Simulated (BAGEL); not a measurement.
# singlet CH5OSi+: a chain of runs

Aim: a single-point energy (singlet CH5OSi+, HF/cc-pVDZ), then a single-point energy (doublet CH5OSi, NEVPT2(3,2)/cc-pVDZ), then a single-point energy (doublet CH5OSi, CASPT2(3,2)/cc-pVDZ) of CH5OSi. 

Program for the calculation: BAGEL 1.2.2.

### Step 1. The structure to begin with

The species is CH5OSi+ (8 atoms), meant as a singlet with charge +1. SMILES of the parent species: `[CH2][SiH2]O`. The C1–H4 distance was set to 2.497 Å, away from the relaxed value. That shape belongs to the parent species and isn't relaxed for this state. At this shape a bond of the SMILES string is far longer than usual.

Bond lengths: C1–Si2 1.840 Å, Si2–O3 1.650 Å, C1–H5 1.087 Å, Si2–H6 1.485 Å, Si2–H7 1.490 Å, O3–H8 0.958 Å. Angles: C1–Si2–O3 112.2°, C1–Si2–H6 111.4°, C1–Si2–H7 108.0°, O3–Si2–H6 104.2°, O3–Si2–H7 111.6°, Si2–C1–H5 122.5°, Si2–O3–H8 117.1°, H6–Si2–H7 109.4°.

### Step 2. The energy at HF/cc-pVDZ (density fitting with svp-jkfit) (run 1)

The input, input.json:

```json
{ "bagel": [

{
  "title": "molecule",
  "basis": "cc-pvdz.json",
  "df_basis": "svp-jkfit",
  "geometry": [
    { "atom": "C", "xyz": [    -1.35949732,     1.22661367,     1.14674817 ] },
    { "atom": "Si", "xyz": [     1.50438262,     0.23828691,     2.85222600 ] },
    { "atom": "O", "xyz": [     0.84071081,    -1.12080412,     5.57966772 ] },
    { "atom": "H", "xyz": [    -1.83454612,     0.78763785,    -3.52811867 ] },
    { "atom": "H", "xyz": [    -2.94989083,     2.12177693,     2.08802076 ] },
    { "atom": "H", "xyz": [     3.09477613,     2.44227448,     3.55047980 ] },
    { "atom": "H", "xyz": [     2.97269982,    -1.47588366,     1.16866900 ] },
    { "atom": "H", "xyz": [    -0.21489021,    -2.59082208,     5.53242456 ] }
  ]
},

{
  "title": "hf",
  "charge": 1
},

{
  "title": "print",
  "file": "orbitals.molden",
  "orbitals": true
}

]}
```

The basis set cc-pVDZ is read from a file made from the Basis Set Exchange's data (not shown).

On the command line:

```sh
$ BAGEL_NUM_THREADS=1 BAGEL input.json > input.out
```

What it wrote:

```text
* using 1 threads per process

  ===============================================================
  ===============================================================

  *** Geometry ***

  { "atom" : "C", "xyz" : [     -1.359497,      1.226614,      1.146748 ] },
  { "atom" : "Si", "xyz" : [      1.504383,      0.238287,      2.852226 ] },
  { "atom" : "O", "xyz" : [      0.840711,     -1.120804,      5.579668 ] },
[... 4 lines of this table left out ...]
  { "atom" : "H", "xyz" : [     -0.214890,     -2.590822,      5.532425 ] },

  Number of auxiliary basis functions:      370

  Since a DF basis is specified, we compute 2- and 3-index integrals:
    o Being stored without compression. Storage requirement is 0.015 GB

  Number of basis functions:       71
  Number of electrons      :       33

    * METHOD: MOLECULE                             0.10

  *** RHF ***

  === Nuclear Repulsion ===
   105.8554783604

      * DIIS with orbital gradients will be used.

  === RHF iteration (cc-pvdz.json) ===
      0       -403.79415683          0.01866953           0.02
      1       -403.89876862          0.01626696           0.02
      2       -404.01675304          0.00217390           0.02
[... 19 lines of this table left out ...]
     22       -404.02206610          0.00000001           0.02
    * SCF iteration converged.

    * Permanent dipole moment:
           (    1.966234,    -0.501334,     3.044957) a.u.

    * METHOD: HF                                   0.55

    * METHOD: PRINT                                0.01

  ===============================================================
```

Run time: 0.78 s. Hardware: 1 thread of Arm Neoverse V2, shared host; peak memory 0.15 GiB.

### Step 3. Doublet neutral CH5OSi: a single-point energy at NEVPT2(3,2)/cc-pVDZ (density fitting with svp-jkfit) (run 2)

The input, input.json:

```json
{ "bagel" : [

{
  "title" : "molecule",
  "basis" : "cc-pvdz.json",
  "df_basis" : "svp-jkfit",
  "angstrom" : false,
  "geometry" : [
    { "atom" : "C", "xyz" : [    -1.35949732,     1.22661367,     1.14674817 ] },
    { "atom" : "Si", "xyz" : [     1.50438262,     0.23828691,     2.85222600 ] },
    { "atom" : "O", "xyz" : [     0.84071081,    -1.12080412,     5.57966772 ] },
    { "atom" : "H", "xyz" : [    -1.83454612,     0.78763785,    -3.52811867 ] },
    { "atom" : "H", "xyz" : [    -2.94989083,     2.12177693,     2.08802076 ] },
    { "atom" : "H", "xyz" : [     3.09477613,     2.44227448,     3.55047980 ] },
    { "atom" : "H", "xyz" : [     2.97269982,    -1.47588366,     1.16866900 ] },
    { "atom" : "H", "xyz" : [    -0.21489021,    -2.59082208,     5.53242456 ] }
  ]
},

{
  "title" : "hf",
  "charge" : 1
},

{
  "title" : "casscf",
  "nstate" : 1,
  "nact" : 2,
  "nclosed" : 15,
  "nspin" : 1,
  "active" : [16, 17],
  "maxiter" : 200,
  "natocc" : true
},

{
  "title" : "nevpt2",
  "nstate" : 1,
  "nact" : 2,
  "nclosed" : 15,
  "nspin" : 1,
  "active" : [16, 17],
  "maxiter" : 200,
  "natocc" : true,
  "ncore" : 7
},

{
  "title" : "print",
  "file" : "orbitals.molden",
  "orbitals" : true
}

]}
```

The basis set cc-pVDZ is read from a file made from the Basis Set Exchange's data (not shown).

On the command line:

```sh
$ BAGEL_NUM_THREADS=1 BAGEL input.json > input.out
```

What it wrote:

```text
* using 1 threads per process

  ===============================================================
  ===============================================================

  *** Geometry ***

  { "atom" : "C", "xyz" : [     -1.359497,      1.226614,      1.146748 ] },
  { "atom" : "Si", "xyz" : [      1.504383,      0.238287,      2.852226 ] },
  { "atom" : "O", "xyz" : [      0.840711,     -1.120804,      5.579668 ] },
[... 4 lines of this table left out ...]
  { "atom" : "H", "xyz" : [     -0.214890,     -2.590822,      5.532425 ] },

[... 23 lines left out ...]
    * SCF iteration converged.
[... 1 line left out ...]
    * Permanent dipole moment:
[... 13 lines left out ...]
    * nstate   :      1
    * nclosed  :     15
    * nact     :      2
    * nvirt    :     54
  === CASSCF iteration (cc-pvdz.json) ===

    * Using the second-order algorithm

      0  0      -404.33688977     1.58e-02      0.01

      1  0      -404.37406958     1.82e-03      0.14
[... 39 lines of this table left out ...]
     21  0      -404.37481491     2.86e-06      0.07
[... 289 further lines ...]
    166  0      -404.37481491     3.19e-07      0.07

    167  0      -404.37481491     3.17e-07      0.07
[... 63 lines of this table left out ...]
    199  0      -404.37481491     2.46e-07      0.07

  ERROR: EXCEPTION RAISED:  Max iteration reached during the second-order optimization.
```

It took 16 s on 1 thread of Arm Neoverse V2, shared host; peak memory 0.15 GiB.

The run stopped without converging.

### Step 4. Doublet neutral CH5OSi: the energy at CASPT2(3,2)/cc-pVDZ (density fitting with svp-jkfit) (run 3)

The input, job.json:

```json
{ "bagel" : [

{
  "title" : "molecule",
  "basis" : "cc-pvdz.json",
  "df_basis" : "svp-jkfit",
  "geometry" : [
    { "atom" : "C", "xyz" : [    -1.35949732,     1.22661367,     1.14674817 ] },
    { "atom" : "Si", "xyz" : [     1.50438262,     0.23828691,     2.85222600 ] },
    { "atom" : "O", "xyz" : [     0.84071081,    -1.12080412,     5.57966772 ] },
    { "atom" : "H", "xyz" : [    -1.83454612,     0.78763785,    -3.52811867 ] },
    { "atom" : "H", "xyz" : [    -2.94989083,     2.12177693,     2.08802076 ] },
    { "atom" : "H", "xyz" : [     3.09477613,     2.44227448,     3.55047980 ] },
    { "atom" : "H", "xyz" : [     2.97269982,    -1.47588366,     1.16866900 ] },
    { "atom" : "H", "xyz" : [    -0.21489021,    -2.59082208,     5.53242456 ] }
  ]
},

{ "title" : "hf", "charge" : 1 },

{ "title" : "casscf", "nstate" : 1, "nact" : 2, "nclosed" : 15, "nspin" : 1, "active" : [16, 17], "maxiter" : 200, "natocc" : true },

{ "title" : "print", "file" : "orbitals.molden", "orbitals" : true },

{ "title" : "smith", "method" : "caspt2", "ms" : true, "xms" : true, "sssr" : true, "shift" : 0.2, "shift_imag" : true, "ncore" : 7 }

]}
```

The basis set cc-pVDZ is read from a file made from the Basis Set Exchange's data (not shown).

On the command line:

```sh
$ BAGEL_NUM_THREADS=1 BAGEL job.json > job.out
```

What it wrote:

```text
* using 1 threads per process

  ===============================================================
  ===============================================================

  *** Geometry ***

  { "atom" : "C", "xyz" : [     -1.359497,      1.226614,      1.146748 ] },
  { "atom" : "Si", "xyz" : [      1.504383,      0.238287,      2.852226 ] },
  { "atom" : "O", "xyz" : [      0.840711,     -1.120804,      5.579668 ] },
[... 4 lines of this table left out ...]
  { "atom" : "H", "xyz" : [     -0.214890,     -2.590822,      5.532425 ] },

[... 23 lines left out ...]
    * SCF iteration converged.
[... 1 line left out ...]
    * Permanent dipole moment:
[... 13 lines left out ...]
    * nstate   :      1
    * nclosed  :     15
    * nact     :      2
    * nvirt    :     54
  === CASSCF iteration (cc-pvdz.json) ===

    * Using the second-order algorithm

      0  0      -404.33688977     1.58e-02      0.01

      1  0      -404.37406958     1.82e-03      0.14
[... 39 lines of this table left out ...]
     21  0      -404.37481491     2.86e-06      0.07
[... 289 further lines ...]
    166  0      -404.37481491     3.19e-07      0.07

    167  0      -404.37481491     3.17e-07      0.07
[... 63 lines of this table left out ...]
    199  0      -404.37481491     2.46e-07      0.07

  ERROR: EXCEPTION RAISED:  Max iteration reached during the second-order optimization.
```

Wall time 16 s (1 thread of Arm Neoverse V2, shared host); peak memory 0.15 GiB.

The run stopped without converging.

### Step 5. Summary of results

| quantity | value |
| --- | --- |
| run 1, HF/cc-pVDZ: total energy | -404.02207 Eh |
| run 1, HF/cc-pVDZ: HOMO energy | -16.70 eV |
| run 1, HF/cc-pVDZ: LUMO energy | -8.04 eV |
| run 1, HF/cc-pVDZ: HOMO–LUMO gap | 8.66 eV |
| doublet neutral CH5OSi, run 2 | no result (not converged) |
| doublet neutral CH5OSi, run 3 | no result (not converged) |

**Reading.** 2 of the 3 runs did not end normally.
